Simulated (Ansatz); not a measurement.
# C2H2S: single points off equilibrium

An exercise on one series of results from a longer session: the logs are not shown, and one member is left open.

The runs use Ansatz 0.2.0, Gaussian basis; single points in def2-TZVPP.

Cores are frozen in the correlated methods. B3LYP uses VWN-RPA correlation.

### The starting structure

SMILES `C=C=S`, 5 atoms, charge 0, spin multiplicity 1.

Atoms are counted from 1 here; the program's logs count them from 0.

Bond lengths: C1–C2 1.252 Å, C1–H4 1.120 Å, C1–H5 1.286 Å, C2–S3 1.473 Å. Angles: C2–C1–H4 124.5°, C2–C1–H5 126.4°, H4–C1–H5 109.1°, C1–C2–S3 174.9°.

As a file:

```mol
C2H2S
  3D, bonds by distance, orders not assigned

  5  4  0  0  0  0  0  0  0  0999 V2000
    0.4268   -0.2054    0.0452 C   0  0
   -0.6737    0.3521   -0.1675 C   0  0
   -1.9983    0.9077   -0.4960 S   0  0
    1.3555   -0.0235   -0.5536 H   0  0
    0.6859   -1.0536    0.9767 H   0  0
  1  2  8  0
  1  4  8  0
  1  5  8  0
  2  3  8  0
M  END
```

Set-up of the first run:

File run/in.yaml:

```yaml
crystal:
  periodic: [false, false, false]
  atoms:
    - {symbol: C, position_ang: [0.426800, -0.205400, 0.045200]}
    - {symbol: C, position_ang: [-0.673700, 0.352100, -0.167500]}
    - {symbol: S, position_ang: [-1.998300, 0.907700, -0.496000]}
    - {symbol: H, position_ang: [1.355500, -0.023500, -0.553600]}
    - {symbol: H, position_ang: [0.685900, -1.053600, 0.976700]}
basis:
  gaussian: {orbitals: def2-TZVPP}
correlation: {method: ccsd_t}
output: {forces: true}
```

The command line of these runs was not kept.

Steps of the session up to this table: CCSD(T)/def2-TZVPP; PBE0-D4/def2-TZVPP; wB97M-V/def2-TZVPP; r2SCAN-D4/def2-TZVPP; PBE-D4/def2-TZVPP; wB97X-V/def2-TZVPP; B3LYP-D4/def2-TZVPP.

One of the session's tables, all rows but one given; the rest of the session is left out.

```
   method  RMS force component (eV/Å)  angle to CCSD(T) forces (°)  dipole (D)
  CCSD(T)                       2.903                    reference        0.87
  PBE0-D4                       2.657                          3.8        1.03
  wB97M-V                       2.693                          3.8        0.94
r2SCAN-D4                       2.665                          3.5        1.04
   PBE-D4                       2.718                          3.3        0.95
  wB97X-V                       2.741                          3.1        1.05
 B3LYP-D4                           ?                            ?           ?
```

**Question.** Estimate the row for B3LYP-D4.

The run gave: RMS force component (eV/Å): 2.660; angle to CCSD(T) forces (°): 3.9; dipole (D): 0.96. In the column «RMS force component (eV/Å)» it lies between PBE0-D4 (2.657) and r2SCAN-D4 (2.665).
